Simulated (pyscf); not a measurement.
**Concerted two-bond exchange: `[Cl][CH]([Cl])[Cl]` + `[F][C][F]` [singlet] → `[F][C]([F])=[C]([Cl])[Cl]` + `[ClH]`**

Gas phase, singlet surface, charge 0. Bonds broken: C2–Cl4, C2–H5. Bonds formed: C2–C7, Cl4–H5. PySCF, gas phase, ωB97X-D3(BJ)/def2-SVP geometries.

Transition state (Å):

```xyz
8

Cl    -0.2350    -0.1810     1.5485
C     -0.9551    -0.3920    -0.0079
Cl    -0.9802    -1.9812    -0.6852
Cl    -3.1295    -0.3512     0.6842
H     -1.5636     0.4137    -0.4539
F      0.6165     1.6416    -0.7849
C      0.3294     0.4228    -1.0932
F      0.0881     0.3768    -2.3593
```

One imaginary mode, 821i cm⁻¹; descent along it reached the two sides named.

| bond | change | reactant side (Å) | saddle | product side |
|---|---|---|---|---|
| C2–Cl4 | breaks | 1.761 | 2.282 | 3.4 |
| C2–H5 | breaks | 1.094 | 1.104 | 2.8 |
| C2–C7 | forms | 3.7 | 1.869 | 1.334 |
| Cl4–H5 | forms | 2.346 | 2.081 | 1.284 |

Electronic energies relative to the separated reactants (eV):

| level | barrier | reaction energy | reverse barrier |
|---|---|---|---|
| ωB97X-D3(BJ)/def2-TZVP | 2.41 | -1.47 | 3.88 |
| PBE/def2-TZVP | 1.54 | -1.67 | 3.21 |
| r²SCAN/def2-TZVP | 1.59 | -1.70 | 3.29 |
| B3LYP-D3(BJ)/def2-TZVP | 1.90 | -1.60 | 3.50 |
| PBE0-D3(BJ)/def2-TZVP | 1.89 | -1.69 | 3.58 |
| M06-2X/def2-TZVP | 2.22 | -1.59 | 3.81 |
| ωB97M-D3(BJ)/def2-TZVP | 2.36 | -1.47 | 3.83 |
| HF/def2-TZVP | 3.30 | -1.31 | 4.61 |

With ωB97M-D3(BJ)/def2-TZVP energies and thermal terms (ideal gas, 1 atm, RRHO with modes under 100 cm⁻¹ raised to 100, one conformer, R ln 2 for rigid chiral ones), in eV:

```
T (K)   ΔH‡   ΔG‡     ΔH     ΔG
-----  ----  ----  -----  -----
298    2.36  2.84  -1.49  -1.42
600    2.39  3.30  -1.46  -1.36
900    2.42  3.75  -1.44  -1.31
1200   2.45  4.19  -1.43  -1.27
```

This is the saddle that the search found; another between the same sides may lie lower. One closed-shell reference is unstable to symmetry breaking; treat the single-reference values with care.
